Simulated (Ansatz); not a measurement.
```yaml
crystal:
  periodic: [false, false, false]
  atoms:
    - {symbol: W, position_ang: [0.000000, 0.000000, 0.000000]}
    - {symbol: H, position_ang: [0.000000, 0.000000, 1.760000]}
basis:
  gaussian: {orbitals: def2-TZVP}
total_charge: 1
magnetization: {spin_polarized: true, initial_magnetization: 2}
hamiltonian: {xc: pbe0}
relax: {f_tol: 0.004, max_steps: 80}
```

```sh
$ ansatz run in.yaml --threads 1 --pin off --events-out ev --progress --plain --max-ram 2176MiB
```

Steps of the relaxation (energy above the last step; positions in Å, forces in eV/Å):

```
2
step 1, 59.1 meV
W     0.000    0.000    0.000    0.000    0.000    1.205
H     0.000    0.000    1.760    0.000    0.000   -1.205
```

```
2
step 2, 58.6 meV
W     0.000    0.000    0.086    0.000    0.000   -1.532
H     0.000    0.000    1.674    0.000    0.000    1.532
```

```
2
step 3, 0.9 meV
W     0.000    0.000    0.051    0.000    0.000   -0.177
H     0.000    0.000    1.709    0.000    0.000    0.177
```

```
2
step 4, 0.0 meV
W     0.000    0.000    0.046    0.000    0.000    0.001
H     0.000    0.000    1.714    0.000    0.000   -0.001
```

Close pairs at the end: W1–H2 1.668 Å.

A stationary point of unrestricted PBE0 after 4 steps, with ⟨S²⟩ = 2.997 against 2.00 for a pure state. 51 s on 1 thread of Arm Neoverse N1, shared host.
